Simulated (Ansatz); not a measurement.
**bcc Fe**

Level of theory: r²SCAN in Ansatz (PAW).

Numerical settings: plane-wave cutoff 560 eV, 26×26×26 k mesh, Fermi–Dirac smearing 0.05 eV, spin-polarised with parallel moments, scalar-relativistic PAW data made under PBE.

Cell: relaxed at this level.

For bcc Fe, the volume per atom is 11.77 Å³/atom and the bulk modulus B0 is 170 GPa. The lattice constant a is 2.866 Å, the band gap is zero (no gap) and the magnetic moment per atom (the cell's total over its atoms) is 2.65 μB.

Measured, for comparison: equilibrium volume per atom 11.61 Å³/atom, lattice constant a 2.853 Å (static lattice: zero-point anharmonic expansion removed; as tabulated in Mejia-Rodriguez and Trickey (2018), arXiv:1807.09216); bulk modulus 174 GPa (corrected for temperature and zero-point phonon effects, our sources range from 170 to 175; as tabulated in Levämäki et al. (2014), arXiv:1402.3671). Computed (rounded) less measured: equilibrium volume per atom +1.4 %, bulk modulus -2 % (inside the range of the sources held), lattice constant a +0.5 %.

Moments are spin moments.

It cost around 5 core-minutes (rough) of CPU time.

Ansatz is a program for electronic structure.
